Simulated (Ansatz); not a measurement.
ozone (SMILES O=[O+][O-]) moved off its minimum; all values from Ansatz (a first-principles code), cores frozen in correlated methods.
(charge 0, multiplicity 1)
```xyz
3

O      1.0774    -0.1897    -0.0072
O      0.0325     0.4833     0.0327
O     -1.0877    -0.1783    -0.0563
```

Forces at PBE/def2-TZVPP (eV/Å):

```json
[
 {"atom": "O1", "Fx": "1.040", "Fy": "-0.262", "Fz": "-0.001"},
 {"atom": "O2", "Fx": "-1.429", "Fy": "-0.348", "Fz": "-0.066"},
 {"atom": "O3", "Fx": "0.389", "Fy": "0.610", "Fz": "0.067"}
]
```

Question: Give the forces (eV/Å), the total energy and the dipole at CCSD(T)/aug-cc-pVTZ.

Answer: 
| atom | Fx | Fy | Fz |
|---|---|---|---|
| O1 | 0.992 | -0.486 | -0.023 |
| O2 | -1.388 | 0.109 | -0.022 |
| O3 | 0.397 | 0.377 | 0.045 |
Energy -225.1527 hartree, dipole 0.59 D.

Doubts at one or more of the structures used: a restricted determinant that unrestricted orbitals would lower (CCSD(T)/aug-cc-pVTZ).
